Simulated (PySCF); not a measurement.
Atomic charges against the basis set

Species: furan, C₄H₄O.
Atom-mapped SMILES: `[cH:1]1[cH:2][cH:3][o:4][cH:5]1` (hydrogens: H6 on C1; H7 on C2; H8 on C3; H9 on C5)

PBE0 throughout (PySCF), one geometry, spherical d and f functions. Isolated species at its PBE0-D3(BJ)/def2-SVP geometry, gas phase. Atoms taken as equivalent share a column and are averaged.

Mulliken charges (e):

| basis | functions | C1/C2 | C3/C5 | O4 | H6/H7 | H8/H9 |
| --- | --- | --- | --- | --- | --- | --- |
| STO-3G | 29 | -0.124 | -0.003 | -0.131 | +0.091 | +0.101 |
| 6-31G | 53 | -0.220 | +0.064 | -0.477 | +0.188 | +0.207 |
| pcSseg-0 | 53 | -0.309 | +0.107 | -0.621 | +0.250 | +0.262 |
| 6-31G* | 78 | -0.227 | +0.054 | -0.394 | +0.179 | +0.191 |
| def2-SVP | 90 | -0.077 | +0.113 | -0.232 | +0.035 | +0.045 |
| cc-pVDZ | 90 | -0.063 | +0.106 | -0.165 | +0.010 | +0.029 |
| pcSseg-1 | 105 | -0.183 | +0.148 | -0.361 | +0.101 | +0.114 |
| aug-cc-pVDZ | 151 | +0.760 | +0.234 | -0.387 | -0.401 | -0.400 |
| 6-311+G(2d,p) | 159 | -0.101 | -0.019 | -0.246 | +0.110 | +0.132 |
| def2-TZVP | 179 | -0.174 | -0.010 | -0.183 | +0.132 | +0.143 |
| cc-pVTZ | 206 | -0.174 | -0.022 | -0.124 | +0.124 | +0.134 |
| IGLO-III | 215 | -0.122 | +0.064 | -0.253 | +0.087 | +0.098 |

IAO charges (e):

| basis | functions | C1/C2 | C3/C5 | O4 | H6/H7 | H8/H9 |
| --- | --- | --- | --- | --- | --- | --- |
| STO-3G | 29 | -0.199 | -0.048 | -0.091 | +0.146 | +0.147 |
| 6-31G | 53 | -0.219 | -0.020 | -0.215 | +0.169 | +0.178 |
| pcSseg-0 | 53 | -0.222 | -0.009 | -0.213 | +0.166 | +0.172 |
| 6-31G* | 78 | -0.216 | +0.005 | -0.229 | +0.160 | +0.165 |
| def2-SVP | 90 | -0.216 | +0.006 | -0.222 | +0.159 | +0.163 |
| cc-pVDZ | 90 | -0.220 | +0.002 | -0.223 | +0.162 | +0.168 |
| pcSseg-1 | 105 | -0.222 | +0.002 | -0.229 | +0.164 | +0.170 |
| aug-cc-pVDZ | 151 | -0.226 | 0.000 | -0.231 | +0.168 | +0.174 |
| 6-311+G(2d,p) | 159 | -0.225 | +0.001 | -0.233 | +0.167 | +0.174 |
| def2-TZVP | 179 | -0.225 | +0.003 | -0.233 | +0.167 | +0.172 |
| cc-pVTZ | 206 | -0.225 | +0.002 | -0.231 | +0.166 | +0.172 |
| IGLO-III | 215 | -0.226 | +0.001 | -0.234 | +0.168 | +0.174 |

Hirshfeld charges (e):

| basis | functions | C1/C2 | C3/C5 | O4 | H6/H7 | H8/H9 |
| --- | --- | --- | --- | --- | --- | --- |
| STO-3G | 29 | -0.073 | +0.002 | -0.018 | +0.037 | +0.043 |
| 6-31G | 53 | -0.089 | -0.001 | -0.079 | +0.060 | +0.069 |
| pcSseg-0 | 53 | -0.091 | 0.000 | -0.058 | +0.056 | +0.065 |
| 6-31G* | 78 | -0.089 | +0.001 | -0.070 | +0.057 | +0.066 |
| def2-SVP | 90 | -0.091 | +0.001 | -0.054 | +0.056 | +0.061 |
| cc-pVDZ | 90 | -0.091 | -0.001 | -0.048 | +0.055 | +0.061 |
| pcSseg-1 | 105 | -0.091 | +0.003 | -0.066 | +0.057 | +0.064 |
| aug-cc-pVDZ | 151 | -0.093 | +0.002 | -0.073 | +0.061 | +0.067 |
| 6-311+G(2d,p) | 159 | -0.092 | +0.002 | -0.076 | +0.061 | +0.067 |
| def2-TZVP | 179 | -0.092 | +0.002 | -0.070 | +0.060 | +0.066 |
| cc-pVTZ | 206 | -0.092 | +0.001 | -0.065 | +0.059 | +0.065 |
| IGLO-III | 215 | -0.092 | +0.002 | -0.072 | +0.060 | +0.066 |

Which scheme is steadiest as the basis changes?

Largest range over the bases for any column: Hirshfeld 0.06 e, IAO 0.14 e, Mulliken 1.07 e. Hirshfeld charges move least and Mulliken charges most, counted in e. Without the minimal STO-3G basis the ranges are Hirshfeld 0.03, IAO 0.03, Mulliken 1.07 e.

How much do the charges still move between the two largest bases, cc-pVTZ and IGLO-III?

At most, over all atoms: Mulliken 0.129 e, IAO 0.003 e, Hirshfeld 0.008 e.

What do the same runs give for the total energy, the frontier levels and the dipole moment?

| basis | energy (Eh) | HOMO (eV) | LUMO (eV) | μ (D) |
| --- | --- | --- | --- | --- |
| STO-3G | -226.8685 | -4.83 | 3.43 | 0.13 |
| 6-31G | -229.6835 | -6.60 | 0.63 | 0.91 |
| pcSseg-0 | -229.2261 | -6.94 | 0.36 | 0.88 |
| 6-31G* | -229.7538 | -6.35 | 0.79 | 0.55 |
| def2-SVP | -229.5933 | -6.63 | 0.47 | 0.52 |
| cc-pVDZ | -229.7760 | -6.50 | 0.58 | 0.45 |
| pcSseg-1 | -229.7332 | -6.70 | 0.33 | 0.56 |
| aug-cc-pVDZ | -229.7882 | -6.65 | 0.11 | 0.57 |
| 6-311+G(2d,p) | -229.8238 | -6.65 | 0.15 | 0.60 |
| def2-TZVP | -229.8452 | -6.63 | 0.28 | 0.54 |
| cc-pVTZ | -229.8384 | -6.60 | 0.36 | 0.51 |
| IGLO-III | -229.8484 | -6.65 | 0.19 | 0.56 |

The dipole is fixed by the density alone, so its range of 0.78 D shows that the density itself changes with the basis, not only its division among atoms.
